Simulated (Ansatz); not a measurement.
The input, for Ansatz 0.2.0:

```yaml
crystal:
  periodic: [false, false, false]
  atoms:
    - {symbol: Si, position_ang: [0.000000, 0.000000, 0.000000]}
    - {symbol: Si, position_ang: [0.000000, 0.000000, 2.286080]}
basis:
  gaussian: {orbitals: cc-pVDZ, fitting: {mean_field: def2-universal-jkfit}}
magnetization: {spin_polarized: false}
correlation: {method: mp2, frozen_orbitals: {Si: 0}}
output: {forces: true}
```

```sh
$ ansatz run in.yaml --threads 1 --pin off --events-out ev --progress --plain --max-ram 2176MiB
```

(1) How does this run end?

Results:

(1) Converged. The settings were drawn as a stress test.
```
256 factors; integrals over basis functions are off by at most 1.8e-2 eV
mean field evaluation 1: about -15718.6359 eV, gradient 6.1e0 eV
mean field evaluation 2: about -15718.8712 eV, gradient 1.7e0 eV
mean field evaluation 4: about -15718.8959 eV, gradient 1.3e-1 eV
mean field evaluation 8: about -15719.0562 eV, gradient 1.2e0 eV
mean field evaluation 16: about -15718.6359 eV, gradient 6.1e0 eV
mean field evaluation 32: about -15720.3556 eV, gradient 2.0e0 eV
mean field -15720.47199911 eV, -577.7166902487 hartree, gradient 2.3e-6 eV, S^2 0.000000; 8 other end points of the search recorded, 0 dependent functions left out; unrestricted orbitals would lower it
reference -15720.47199911 eV, -577.7166902487 hartree; 14, 14 occupied and 22, 22 virtual orbitals, 256 factors
second order -4.17167610 eV of doubles, -0.00000000 eV of singles
the calculation of the forces begins
Total energy: -15724.64367521 eV, -577.8699965179 hartree
Atom 0 at     0.000000     0.000000     0.000000 Å, force    -0.000000    -0.000000    -0.447843 eV/Å
Atom 1 at     0.000000     0.000000     2.286080 Å, force     0.000000     0.000000     0.447843 eV/Å
Dipole moment:     0.000000     0.000000     0.000000 e Å
```
